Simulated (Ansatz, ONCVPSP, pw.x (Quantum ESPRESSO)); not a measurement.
**W (Z = 74): does the ONCV potential hold in the solid?**

W, optimised norm-conserving Vanderbilt (ONCV), made with ONCVPSP 4.0.1.1 (patched build) (PBEsol, scalar-relativistic). Core [Kr] 4d10 4f14, reference 5s2 5p6 5d4 6s1.75 6p0.25. Waves: 5s+6s: rc 1.45 bohr, ncon 3, nbas 6, qcut 8 1/bohr, 2 projectors; 5p+6p: rc 2.45 bohr, ncon 4, nbas 9, qcut 5.7 1/bohr, 2 projectors; 5d: rc 2.90 bohr, ncon 4, nbas 9, qcut 4.9 1/bohr, 2 projectors, debl 2.7 Ha; f scattering state at 0.44 Ha: rc 3.05 bohr, ncon 3, nbas 8, qcut 3.4 1/bohr, 2 projectors, debl 1.2 Ha. Local part: polynomial inside 0.95 bohr (lpopt 5, dvloc0 1 Ha). Core correction: Teter function, fcfact 2, rcfact 1.25.

Atomic tests: cutoffs needed: 25 Ha and 28 Ha (the cutoffs (Ha) at which the residual kinetic energy of the hardest occupied pseudo-wave falls to 1 and 0.1 mHa per electron); ghost test: ghosts flagged at negative energy: s at -39.5 eV; GHOST(+) flagged for p at 144.2 eV, f at 203.5 eV, d at 213.6 eV; a true bound ghost makes a file unfit for plane-wave use; largest excitation error: -3.9 meV (all-electron minus pseudo) for 5s2 5p6 5d4 6s0 6p0, out of 4 test configurations.

Crystal test: fcc W in pw.x 7.5, no spin, 14³ k-points, Fermi–Dirac smearing 0.01 Ry, cutoffs 65/260 Ry. The lattice is a test structure that the element need not adopt, and mesh and smearing are coarse.

pw.x input:

```
&control
  calculation='scf', prefix='x', pseudo_dir='./', outdir='./tmp', tstress=.true., disk_io='none'
/
&system
  ibrav=0, nat=1, ntyp=1, ecutwfc=65, ecutrho=260, nbnd=15,
  occupations='smearing', smearing='fd', degauss=0.01
/
&electrons
  conv_thr=1e-09, mixing_beta=0.4, electron_maxstep=70
/
ATOMIC_SPECIES
W 1.0 W.UPF
CELL_PARAMETERS angstrom
  0.00000000 1.99979164 1.99979164
  1.99979164 0.00000000 1.99979164
  1.99979164 1.99979164 0.00000000
ATOMIC_POSITIONS crystal
W 0.0000 0.0000 0.0000
K_POINTS automatic
14 14 14 0 0 0
```

```bash
pw.x < W.scf.in > W.scf.out
```

How does the run end?

It converges; the pressure is 0.08 GPa against 0.14 GPa from all-electron LAPW. The largest radius (3.05 bohr) exceeds half the bond length (2.67 bohr), so the spheres overlap, which is one possible source of error among others. Note: ghosts flagged at negative energy: s at -39.5 eV; GHOST(+) flagged for p at 144.2 eV, f at 203.5 eV, d at 213.6 eV. A true bound ghost makes a file unfit for plane-wave use. The log shows:

```
     using ibrav=0 with symmetry is DISCOURAGED, use correct ibrav instead
     lattice parameter (alat)  =       5.3444  a.u.
     unit-cell volume          =     107.9396 (a.u.)^3
     number of electrons       =        14.00
     number of Kohn-Sham states=           15
     kinetic-energy cutoff     =      65.0000  Ry
     charge density cutoff     =     260.0000  Ry
     scf convergence threshold =      1.0E-09
     Exchange-correlation= PBESOL
     number of k points=   104  Fermi-Dirac smearing, width (Ry)=  0.0100
     iteration #  1     ecut=    65.00 Ry     beta= 0.40
     total energy              =    -139.66038979 Ry
     estimated scf accuracy    <       0.04058380 Ry
     iteration #  2     ecut=    65.00 Ry     beta= 0.40
     total energy              =    -139.65958803 Ry
     estimated scf accuracy    <       0.00686760 Ry
     iteration #  3     ecut=    65.00 Ry     beta= 0.40
     total energy              =    -139.66043463 Ry
     estimated scf accuracy    <       0.00024645 Ry
     iteration #  4     ecut=    65.00 Ry     beta= 0.40
     total energy              =    -139.66047532 Ry
     estimated scf accuracy    <       0.00000378 Ry
     iteration #  5     ecut=    65.00 Ry     beta= 0.40
     total energy              =    -139.66047790 Ry
     estimated scf accuracy    <       0.00000020 Ry
     iteration #  6     ecut=    65.00 Ry     beta= 0.40
     the Fermi energy is    21.8778 ev
!    total energy              =    -139.66047793 Ry
     estimated scf accuracy    <          7.4E-10 Ry
     smearing contrib. (-TS)   =      -0.00511565 Ry
     The total energy is F=E-TS. E is the sum of the following terms:
     one-electron contribution =     -16.63034908 Ry
     hartree contribution      =      15.63209040 Ry
     xc contribution           =     -19.76069526 Ry
     ewald contribution        =    -118.89640834 Ry
     convergence has been achieved in   6 iterations
          total   stress  (Ry/bohr**3)                   (kbar)     P=        0.78
     Message from routine punch:
     Nothing written, as per user request (disk_io='none')
```
